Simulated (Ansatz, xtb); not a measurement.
Molecule: C3H3N (charge 0, singlet). SMILES: C=CC#N
Coordinates optimised at B3LYP-D3(BJ)/def2-TZVP (Ansatz, an electronic-structure program):
```
C
C 1 1.3311
H 2 1.0812 1 120.63
H 2 1.0816 3 117.72 1 -180.00
H 1 1.0836 2 121.31 3 0.00
C 1 1.4256 5 115.74 2 -180.00
N 6 1.1524 5 151.58 1 180.00
```

Harmonic wavenumbers from GFN2-xTB (xtb, at its own minimum), cm⁻¹: 218, 321, 555, 675, 905, 908, 991, 1064, 1253, 1395, 1661, 2377, 3055, 3105, 3135.

Task: Give the harmonic wavenumbers at B3LYP-D3(BJ)/def2-TZVP (Ansatz, finite differences of forces, unscaled).

Result: 238, 351, 585, 714, 885, 994, 1008, 1115, 1324, 1451, 1678, 2337, 3160, 3175, 3251 cm⁻¹. Zero-point energy 31.8 kcal/mol.

Task: From these and the geometry, give the ideal-gas thermochemistry at 298.15 K and 1 atm (rigid rotor, harmonic oscillator).

Result: Point group Cs, rotational symmetry number 1. Rotational constants 51.14, 4.984, 4.542 GHz. S(trans) 37.83, S(rot) 23.14, S(vib) 4.18, S(elec, spin only) 0.00, S 65.2 cal/(mol K). H(298) - H(0) 3.19 kcal/mol; G - E(el) 15.6 kcal/mol.
